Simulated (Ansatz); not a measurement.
# Which method gave which barrier?

Saddle point of SiNH$_{6}$Cl, closed shell (SiNH₄Cl ([NH2][SiH2][Cl]) + H₂ → SiH₃Cl ([SiH3][Cl]) + NH₃; bonds formed: Si1–H7, N2–H6; bonds broken: Si1–N2, H6–H7), PBE0-D4/def2-TZVP structure:

```xyz
9
angstrom
Si -0.4358 0.5942 -0.2405
N 0.3001 -0.8816 0.6354
H -1.4910 0.1917 -1.1996
H -1.2307 1.1259 0.9150
Cl 0.7281 2.2873 -0.5322
H 0.6917 -0.9186 -0.5289
H 0.6833 -0.2220 -1.4030
H 1.0753 -0.6446 1.2461
H -0.3209 -1.5321 1.1075
```

Computed with Ansatz 0.2.0 (basis: def2-TZVPP, with def2-QZVPP for the basis limit); correlated methods freeze the cores. B3LYP uses VWN-RPA correlation. Extrapolation: Hartree–Fock as exp(−7.88 √X), correlation as X^−2.97. Four methods, as single points on the PBE0-D4 structures, gave these electronic barriers from the start structure: 1.930, 2.274, 2.446, 2.926 eV.

Question: The methods were, in alphabetical order, B3LYP-D4, BHLYP-D4, HF, PBE-D4. Which gave which? (A judgement: the text doesn't fix the answer.)

Answer: Computed: PBE-D4 1.930; B3LYP-D4 2.274; BHLYP-D4 2.446; HF 2.926 eV. For comparison, CCSD(T) at an estimated basis limit (MP2 extrapolated from triple and quadruple zeta, plus CCSD(T) − MP2 in triple zeta) gives 2.351 eV.

T1 diagnostic: at most 0.011.

Labels in which every atom is bracketed show which atoms are joined, not bond orders.

For scale, one of the runs: CCSD(T)/def2-TZVPP, 199 basis functions, launched by `ansatz run in.yaml --threads 2 --pin off --events-out ev --progress --plain --max-ram 4352MiB`. Time: 58 s of wall clock on 2 CPU threads of an Arm Neoverse V1; the host was shared. Peak host memory: 2.3 GiB.
